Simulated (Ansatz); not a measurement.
(1) Predict a relaxed structure of the cluster C₂H₄, charge 0, singlet, at r2SCAN-D4/def2-TZVP (Ansatz).

Results:

(1) 
```xyz
6

C     0.412   -0.384   -0.349
C    -0.412    0.384    0.349
H    -0.120    0.816    1.300
H     0.120   -0.816   -1.300
H    -1.413    0.612   -0.003
H     1.413   -0.612    0.003
```
Point group D2h (tolerance 0.1 Å). This is one stationary point.

The structure comes from a short search, and lower isomers may exist.
